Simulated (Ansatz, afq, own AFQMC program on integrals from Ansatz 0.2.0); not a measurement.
**Where AFQMC and coupled cluster stand for AlBH₂, triplet**

```xyz
4

B     0.0000    0.0000    1.0513
Al    0.0000    0.0000   -0.8575
H     0.0000    0.0000    2.2344
H     0.0000    0.0000   -2.4283
```

Connectivity, by distances: BH–AlH.

Basis 6-31G. Noble-gas cores (and the filled d shells of Ga–Kr and In–Xe) are frozen. AFQMC by an in-house program on the Cholesky factors that Ansatz 0.2.0 writes for its CCSD(T) run. ph-AFQMC/CISD is guided by a CISD state made of CCSD amplitudes; releasing the constraint for a short imaginary time cuts its bias at the price of noise, slowly where states lie close. ± is one standard error of the sampling.

Determinant: UHF, the one that the program's search chose, which needn't be the lowest solution. The geometry is a PBE0/def2-TZVP stationary point of this or a neighbouring charge and spin state.

Full CI on the same integrals is exact in this basis and with this determinant's frozen core.

The T1 diagnostic is 0.0148, the weight of the determinant in the CISD state is 0.917 and the ⟨S²⟩ of the determinant is 2.017. The size of the correlated space is 8 electrons in 20 orbitals.

Reference: full CI, correlation energy -2.691 eV. The released energy is read at 2.40 1/Eh (meV from the phaseless value at times in 1/Eh: -2.5 ± 2.0 at 0.24, -4.6 ± 1.5 at 0.51, -7.9 ± 1.7 at 0.99, -10.9 ± 1.4 at 1.62, -11.2 ± 1.1 at 2.40).

```
         level  E − E(reference) (meV)  share of correlation (%)
            HF                  2690.8                      0.00
           MP2                   737.0                     72.61
          CCSD                    97.0                     96.40
       CCSD(T)                    30.5                     98.87
         CCSDT                     6.9                     99.74
      CCSDT(Q)                     1.5                     99.94
        CCSDTQ                     0.4                     99.98
   ph-AFQMC/HF            114.4 ± 22.5                     95.75
 ph-AFQMC/CISD              15.6 ± 2.2                     99.42
released AFQMC               4.4 ± 1.1                     99.84
```

CCSDT and higher add their correlation energy to the determinant of the CCSD(T) run, since their own runs factorise the integrals more tightly (a shift of under 2 meV). A walk keeps the symmetry of its determinant, which the program's search chose and which needn't be the lowest solution, so a lower state of the same spin and another symmetry isn't excluded. Released energies are given only where the last usable release times agree within the noise; a slower fall can still hide under it.
